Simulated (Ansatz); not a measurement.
A nudged elastic band was laid between two geometries of BH$_{4}$OS (7 atoms, charge 1, multiplicity 1).

These are results of RKS B3LYP-D4/STO-3G in Ansatz, not measurements.

| Item | Value |
| --- | --- |
| movable images | 5 |
| climbing image | yes |
| spring | 5.0 eV/Å² |
| optimiser | quadratic models (default) |
| start path | IDPP |
| force threshold | 0.03 eV/Å |
| iteration limit | 60 |
| end points | relaxed |

Initial state:

```xyz
7
Properties=species:S:1:pos:R:3
O -0.635 0.237 -0.654
B -0.147 -0.102 0.691
S 1.503 -0.467 1.041
H -1.609 0.445 -0.817
H -0.082 0.295 -1.498
H -1.019 -0.090 1.470
H 1.990 -0.318 -0.233
```

Final state:

```xyz
7
Properties=species:S:1:pos:R:3
O -0.780 0.293 -0.813
B 0.002 -0.071 0.376
S 1.695 -0.336 0.150
H -1.771 0.464 -0.764
H -0.411 0.401 -1.747
H -0.668 -0.128 1.332
H 1.932 -0.625 1.465
```

Q: What changes between the two ends?

A: No bond is made or broken. The dihedral O1–B2–S3–H7 goes from 0 to -180°.

Q: Give the energies along the band, and the barrier.

A: It converged. The highest image is number 3 of 0 to 6, 0.92 eV above the first end and 1.07 eV above the last; the last end lies 0.14 eV below the first. A vibrational analysis at the climbing image gives one clearly imaginary mode, 711i cm⁻¹: a first-order saddle point. Limits of this set-up: minimal basis, the dipole of an ion depends on the origin.

| image | path coordinate (Å) | energy (eV) | dihedral O1–B2–S3–H7 (°) |
| --- | --- | --- | --- |
| 0 | 0.00 | 0.00 | 0 |
| 1 | 0.48 | 0.13 | 20 |
| 2 | 0.95 | 0.59 | 55 |
| 3 | 1.43 | 0.92 | 89 |
| 4 | 1.95 | 0.56 | 123 |
| 5 | 2.48 | 0.05 | 155 |
| 6 | 3.00 | -0.14 | -180 |

Q: What is the geometry of the highest image?

A: 
```xyz
7
Properties=species:S:1:pos:R:3:forces:R:3
O -0.786 -0.169 -0.635 -0.01 0.01 0.01
B -0.047 0.089 0.613 0.00 0.00 -0.01
S 1.609 -0.547 0.697 0.00 0.00 0.00
H -1.761 0.077 -0.778 0.00 0.00 0.00
H -0.379 -0.657 -1.429 0.01 0.00 0.00
H -0.774 0.610 1.380 0.00 0.00 0.00
H 2.138 0.596 0.153 0.00 0.00 0.00
```

Q: What are the harmonic wavenumbers there?

A: 711i, 301, 467, 517, 739, 775, 974, 979, 1018, 1281, 1749, 2885, 3064, 3662, 3873 cm⁻¹.

Time of the run: 41 s on 1 CPU thread of a shared host.
